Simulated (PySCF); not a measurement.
Work out the structure from these simulated measurements.

Formula: C4H7N.

| Item | Value |
| --- | --- |
| 1H NMR | chemical shifts (computed TMS as zero) by class: 6.84 (1 H), 5.20 (1 H), 4.91 (1 H), 2.06 (1 H), 1.89 (1 H), 1.65 (1 H), 0.00 (1 H) ppm [GIAO PBE0/pcSseg-1] |
| Polarisability | 54.3 au [PBE0/def2-SVPD] |
| UV, first state | lowest singlet excitation: 5.58 eV (222 nm, f = 0.103) [TDDFT PBE0/def2-SVPD] |
| Rotational structure | rotational constants A, B, C: 11.684, 3.911, 3.682 GHz [GFN2-xTB] |
| Triplet | lowest triplet excitation (Tamm–Dancoff): 3.97 eV [TDA PBE0/def2-SVPD] |
| Dipole | 1.39 D [PBE0/def2-SVPD] |
| NMR, other nuclei | isotropic shieldings of nuclei other than C and H, by class: 216 (1 N) ppm [GIAO PBE0/pcSseg-1] |
| 13C NMR | chemical shifts (computed TMS as zero) by class: 150.3 (1 C), 112.8 (1 C), 36.4 (1 C), 29.4 (1 C) ppm [GIAO PBE0/pcSseg-1] |
| UV, strongest line | among the 6 lowest singlet transitions: S5 at 7.26 eV (171 nm, f = 0.168) [TDDFT PBE0/def2-SVPD] |

Gas-phase values; electronic properties from PySCF, density fitting. Levels stand in brackets. Geometry: GFN2-xTB, one conformer, isolated molecule. NMR classes are plain means over equivalent atoms (diastereotopic ones count apart unless rotation or inversion swaps them), as if these changed places fast.

**Question.** Give a SMILES that accounts for the data.

**Answer.** Numbering: `[CH2:1]=[CH:2][C@H:3]1[CH2:4][NH:5]1`. Its formula, C4H7N, gives 2 degrees of unsaturation: 1 ring and 1 π bond in the structure found. 4 carbons fall into 4 classes; from least to most shielded: alkene CH carbon [C2] (150.3 ppm), terminal =CH2 carbon [C1] (112.8 ppm), ring sp3 carbon bound to nitrogen [C4] (36.4 ppm), ring sp3 carbon bound to nitrogen [C3] (29.4 ppm). Hydrogen classes from least to most shielded: 1 H on an alkene CH carbon, C2 (6.84 ppm), 1 H on a terminal =CH2 carbon, C1 (5.20 ppm), 1 H on a terminal =CH2 carbon, C1 (4.91 ppm), 1 H on an sp3 carbon bound to nitrogen, C3 (2.06 ppm), 1 H on an sp3 carbon bound to nitrogen, C4 (1.89 ppm), 1 H on an sp3 carbon bound to nitrogen, C4 (1.65 ppm), 1 H on a secondary amine nitrogen, N5 (0.00 ppm). The other shieldings belong to: 216 ppm, secondary amine nitrogen [N5]. The optimised geometry has point group C1 and is an asymmetric top. Structure: `C=C[C@H]1CN1`. Computed isomers that give other values at the same levels: `CCCC#N` (rotational constant A: 10.244 GHz; this holds for the one conformer computed); `C=C1C[C@@H]1N` (13C chemical shifts (computed TMS as zero) by class: 145.5 (1 C), 110.6 (1 C), 31.1 (1 C), 16.3 (1 C) ppm); `C#CCNC` (13C chemical shifts (computed TMS as zero) by class: 87.0 (1 C), 78.3 (1 C), 42.8 (1 C), 37.3 (1 C) ppm). The assignments are read from this structure; whether some other isomer fits the data as well wasn't checked. The mirror image fits equally.

The values belong to the conformer `[CH2:1]=[CH:2][C@H:3]1[CH2:4][NH:5]1`: C1–C2–C3–C4 -41°.
